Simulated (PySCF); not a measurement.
Coordinates in bohr (charge -1 multiplicity 2):
```
S     0.0000    0.0000   -1.3629
S     3.2026    0.0000    0.6815
S    -3.2026    0.0000    0.6815
```

These are results of UPBE0 in PySCF with S def2-SVPD; no relativity; density-fitted integrals, not measurements.

This geometry of S₃⁻ is a stationary point at this level.

Q: What is the point group?

A: C2v.

Q: Is it a minimum?

A: Yes: all harmonic wavenumbers are real.

Q: List the harmonic modes with their infrared intensities.

A: 
```json
{"symmetry": "a1", "ω (cm⁻¹)": "227", "IR (km/mol)": "0.4", "type": "bend"}
{"symmetry": "a1", "ω (cm⁻¹)": "539", "IR (km/mol)": "0.8", "type": "stretch"}
{"symmetry": "b2", "ω (cm⁻¹)": "574", "IR (km/mol)": "183", "type": "stretch"}
```

Q: Give the ideal-gas entropy at 298.15 K and 1 bar by parts.

A: translation 165.8, rotation 100.0, vibration 12.4, spin 5.8; total 283.9 J/(mol K).

In C2v the vibrations span 2a1 + b2. Here b1 is antisymmetric to the molecular plane and b2 lies in it.

Only a few start shapes were tried, so a lower isomer may exist. The lowest empty level of this anion is unbound, so it and the gap depend on the basis.
